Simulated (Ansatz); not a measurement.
The first iterations of a band of CH₂O₂ (5 atoms, charge 0, multiplicity 1).

Computed with RKS PBE0/def2-SVPD (Ansatz 0.2.0).

- movable images: 5
- climbing image: yes
- spring: 5.0 eV/Å²
- optimiser: quadratic models (default)
- start path: through a guess of the saddle point
- force threshold: 0.05 eV/Å
- iteration limit: 6
- end points: relaxed

Image 0:

```xyz
5
Properties=species:S:1:pos:R:3
O -0.377 -0.442 1.199
C -0.221 -0.361 0.015
O 0.467 0.600 -0.602
H -0.627 -1.075 -0.727
H 0.807 1.205 0.074
```

Image 6:

```xyz
5
Properties=species:S:1:pos:R:3
O -0.025 0.060 0.957
C -0.109 -0.239 -0.339
O 0.387 0.397 -1.225
H -0.705 -1.161 -0.479
H 0.502 0.869 1.044
```

| iteration | highest image above the first end (eV) | largest band force component (eV/Å) |
| --- | --- | --- |
| 1 | 2.782 | 6.154 |
| 2 | 1.972 | 4.276 |

Question: Does the band converge within its limit, and where does its top end?

Answer: The run ended unconverged. It ended after 6 iterations with the highest image 1.547 eV above the first end. The band didn't meet its force threshold, so its energies are provisional: the largest band force was still 0.15 eV/Å, and over the last iterations the top moved between 1.55 and 1.56 eV. The orbitals stay closed-shell, which can raise the energy where a bond breaks towards radicals; this wasn't checked here.

The run took 36 s on 1 thread of Intel(R) Xeon(R) Platinum 8488C (Sapphire Rapids), with other jobs on the host, peak memory 0.23 GiB.
